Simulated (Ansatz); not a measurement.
# C₃H₅FN₂: one species, many methods

One table from this session's results is given with a row withheld; the runs are named, their logs left out.

Program: Ansatz 0.2.0, Gaussian basis. Level of theory: functionals in def2-TZVPP, the program's frozen cores in correlated methods. These are calculated values, not measurements.

Plan: LDA (SPW92), PBE-D4, revPBE-D4, BLYP-D4, r2SCAN-D4, B97M-V, PBE0-D4, B3LYP-D4, r2SCANh-D4, r2SCAN0-D4, HSE06-D4, BHLYP-D4, CAM-B3LYP-D4, LC-ωPBE, ωB97X-V, ωB97M-V, B2PLYP, PBE-QIDH; CCSD(T)/def2-SVP; CCSD(T)/def2-TZVPP; MP2/def2-QZVPP; extrapolation to the limit; RPA on PBE.

### The relaxed structure

The geometry comes from an earlier relaxation with PBE0-D4 in a triple-zeta def2 set; it is a stationary point, not always the lowest conformer.

SMILES `CN(C#N)CF`, 11 atoms, charge 0, spin multiplicity 1.

Atoms are counted from 1 here; the program's logs count them from 0.

Bond lengths: C1–N2 1.458 Å, C1–H7 1.089 Å, C1–H8 1.093 Å, C1–H9 1.091 Å, N2–C3 1.333 Å, N2–C5 1.419 Å, C3–N4 1.155 Å, C5–F6 1.384 Å, C5–H10 1.092 Å, C5–H11 1.090 Å. Angles: N2–C1–H7 109.1°, N2–C1–H8 111.9°, N2–C1–H9 108.4°, H7–C1–H8 109.4°, H7–C1–H9 108.8°, H8–C1–H9 109.2°, C1–N2–C3 117.6°, C1–N2–C5 118.4°, C3–N2–C5 118.0°, N2–C3–N4 177.8°, N2–C5–F6 112.0°, N2–C5–H10 109.0°, N2–C5–H11 109.5°, F6–C5–H10 107.0°, F6–C5–H11 107.9°, H10–C5–H11 111.3°.

Set-up of the first run:

Contents of in.yaml:

```yaml
crystal:
  periodic: [false, false, false]
  atoms:
    - {symbol: C, position_ang: [0.231250, -1.218196, 0.465451]}
    - {symbol: N, position_ang: [0.071361, -0.029027, -0.363016]}
    - {symbol: C, position_ang: [-0.774855, -0.100965, -1.391059]}
    - {symbol: N, position_ang: [-1.475650, -0.179188, -2.305930]}
    - {symbol: C, position_ang: [0.295514, 1.241027, 0.228189]}
    - {symbol: F, position_ang: [-0.672547, 1.554128, 1.165841]}
    - {symbol: H, position_ang: [0.278875, -2.096078, -0.176737]}
    - {symbol: H, position_ang: [-0.590511, -1.333612, 1.176436]}
    - {symbol: H, position_ang: [1.170780, -1.132155, 1.012910]}
    - {symbol: H, position_ang: [1.253872, 1.226185, 0.751892]}
    - {symbol: H, position_ang: [0.277112, 2.010882, -0.543476]}
basis:
  gaussian: {orbitals: def2-TZVPP}
hamiltonian: {xc: lda}
output: {orbitals: {seedname: orbitals}}
```

Launch:

```console
$ ansatz run in.yaml --threads 4 --pin off --events-out ev --progress --plain --max-ram 10444MiB
```

Steps of the session up to this table: LDA; PBE-D4 (GGA); revPBE-D4 (GGA); BLYP-D4 (GGA); r2SCAN-D4 (meta-GGA); B97M-V (meta-GGA); B3LYP-D4 (hybrid); r2SCANh-D4 (hybrid); r2SCAN0-D4 (hybrid); HSE06-D4 (hybrid); BHLYP-D4 (hybrid); CAM-B3LYP-D4 (range-separated); LC-ωPBE (range-separated); ωB97X-V (range-separated); ωB97M-V (range-separated); B2PLYP (double hybrid); PBE-QIDH (double hybrid).

One of the session's tables, all rows but one given; the rest of the session is left out.

It belongs to the step «Orbital energies across the functionals». 

```
  functional  HOMO (eV)  LUMO (eV)  gap (eV)
 LDA (SPW92)      -6.63      -0.69      5.94
      PBE-D4      -6.44      -0.41      6.03
   revPBE-D4      -6.37      -0.30      6.06
     BLYP-D4      -6.32      -0.30      6.02
   r2SCAN-D4          ?          ?         ?
      B97M-V      -6.76       0.01      6.77
     PBE0-D4      -7.76       0.74      8.50
    B3LYP-D4      -7.54       0.44      7.99
  r2SCANh-D4      -7.20       0.33      7.52
  r2SCAN0-D4      -7.95       0.94      8.89
    HSE06-D4      -7.36       0.35      7.71
    BHLYP-D4      -9.02       1.46     10.48
CAM-B3LYP-D4      -9.15       1.62     10.76
     LC-ωPBE     -10.47       2.97     13.45
     ωB97X-V     -10.11       2.74     12.86
     ωB97M-V     -10.02       2.34     12.36
```

Q: Estimate the row for r2SCAN-D4 from the others.

Worked estimate for «HOMO (eV)». Against the share of exact exchange, r2SCANh-D4 (0.1, -7.20), r2SCAN0-D4 (0.25, -7.95) give a slope of -5.00 per unit share; at 0 the line stands at -6.70.

**Answer.** HOMO (eV): -6.70; LUMO (eV): -0.09; gap (eV): 6.60. In «HOMO (eV)» the line misses by 0.00.
